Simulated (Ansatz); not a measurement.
# C3H6O2: the cost of one run

Program: Ansatz 0.2.0. Level of theory: the levels named in each step. These are calculated values, not measurements.

### Step 1. The system as given

Bond lengths: C1–C2 1.494 Å, C2–O3 1.439 Å, O3–C4 1.288 Å, C4–O5 1.205 Å, C1–H6 1.089 Å, C1–H7 1.140 Å, C1–H8 1.092 Å, C2–H9 1.104 Å, C2–H10 1.099 Å, C4–H11 1.113 Å. Angles (14 of 16 angles, heavy atoms first): C1–C2–O3 113.9°, C2–O3–C4 118.1°, O3–C4–O5 128.5°, C1–C2–H9 111.1°, C1–C2–H10 112.6°, O3–C2–H9 103.6°, O3–C2–H10 107.9°, C2–C1–H6 112.9°, C2–C1–H7 106.2°, C2–C1–H8 114.0°, O3–C4–H11 111.0°, O5–C4–H11 120.5°, H9–C2–H10 107.1°, H6–C1–H7 107.0°.

Coordinates:

```xyz
11

C    -1.5794    0.2080    0.3483
C    -0.8773   -0.7668   -0.5391
O     0.4578   -0.3695   -0.8997
C     1.1705    0.2366   -0.0140
O     0.8282    0.6658    1.0591
H    -2.4670   -0.2113    0.8198
H    -0.8466    0.4624    1.1838
H    -1.7794    1.1731   -0.1225
H    -1.3924   -0.8610   -1.5114
H    -0.8242   -1.7737   -0.1026
H     2.2235    0.3470   -0.3568
```

### Step 2. A rough first relaxation, PBE-D4/def2-SVP

This run stands in another session on the same molecule. It ended at:

```xyz
11

C    -1.7707    0.1688    0.2000
C    -0.9757   -0.8072   -0.5804
O     0.4320   -0.3760   -0.8657
C     1.1471    0.2479   -0.0127
O     0.7783    0.6629    1.1403
H    -2.5681   -0.2176    0.8566
H    -0.2215    0.5269    1.2738
H    -1.8449    1.2203   -0.1323
H    -1.3828   -0.9559   -1.6067
H    -0.8790   -1.8036   -0.1025
H     2.1989    0.4442   -0.3053
```

### Step 3. Relaxation, HF/STO-3G

The input, input.yaml:

```yaml
crystal:
  periodic: [false, false, false]
  atoms:
    - { symbol: C, position_ang: [-1.77065542, 0.16879266, 0.19999621] }
    - { symbol: C, position_ang: [-0.97568899, -0.80723865, -0.58041811] }
    - { symbol: O, position_ang: [0.43203922, -0.37602946, -0.86566022] }
    - { symbol: C, position_ang: [1.14706391, 0.24789579, -0.01267467] }
    - { symbol: O, position_ang: [0.77832618, 0.66288077, 1.14026947] }
    - { symbol: H, position_ang: [-2.56813562, -0.21758253, 0.85660526] }
    - { symbol: H, position_ang: [-0.22150614, 0.52685761, 1.27378685] }
    - { symbol: H, position_ang: [-1.84486565, 1.22026328, -0.13229197] }
    - { symbol: H, position_ang: [-1.38276749, -0.95593952, -1.6067432] }
    - { symbol: H, position_ang: [-0.8790295, -1.8036251, -0.10251554] }
    - { symbol: H, position_ang: [2.19893949, 0.44416515, -0.30533409] }
magnetization:
  spin_polarized: true
  initial_magnetization: 1
total_charge: 1
basis:
  gaussian: { orbitals: STO-3G }
hamiltonian:
  xc: hf
relax:
  f_tol: 0.002
  max_steps: 150
```

On the command line:

```
ansatz run input.yaml --threads 4 --pin off --max-ram 10240MiB --backend cpu --events-out ev --progress --plain --runs-dir out
```

Q: Estimate wall time and peak memory on 4 threads of Arm Neoverse V2, shared host.

About 4.4 s, with a peak of 0.089 GiB.
